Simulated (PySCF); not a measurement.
methylamine (CH₅N), SMILES CN. Atoms are numbered in the order given.

```xyz
7

C     -0.7012    -0.0177     0.0000
N      0.7452     0.1211     0.0000
H     -1.1131     0.4854     0.8777
H     -1.1131     0.4854    -0.8777
H     -1.0753    -1.0520     0.0000
H      1.1463    -0.3301     0.8120
H      1.1463    -0.3301    -0.8120
```

The structure is a stationary point at PBE0-D3(BJ)/def2-TZVP.

These are PBE/def2-TZVPD in PySCF values and carry that method's errors.

Gas-phase values at a fixed geometry.

The total energy comes out as -95.76632 hartree. The point group comes out as Cs, the highest occupied level comes out as -5.38 eV and the lowest empty level is -0.24 eV. The orbital gap comes out as 5.13 eV, the dipole moment comes out as 1.25 D and the quadrupole, principal values (traceless, Buckingham form, about the centre of nuclear charge) is -4.25, 2.12, 2.13 D·Å. The mean static polarisability is 26.8 bohr³ (3.98 Å³). The polarisability, principal values is 24.9, 25.7, 29.8 bohr³.
